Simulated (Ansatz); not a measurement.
## Ansatz (development build ahead of 0.2.0) run

```yaml
crystal:
  periodic: [false, false, false]
  atoms:
    - { symbol: Al, position_ang: [0.0, 0.0, 0.0] }
    - { symbol: Si, position_ang: [1.30071, 1.73429, 3.75484] }
basis:
  gaussian: { orbitals: STO-3G }
magnetization:
  initial_magnetization: 1
hamiltonian:
  xc: hf
correlation:
  method: fci
  frozen_orbitals: { Al: 5, Si: 5 }
```

The input is written out in the form of the current development build from the run's settings.

Output:

* Converged: yes
* Total energy: -524.36480 hartree
* State: lowest doublet root, of any spatial symmetry
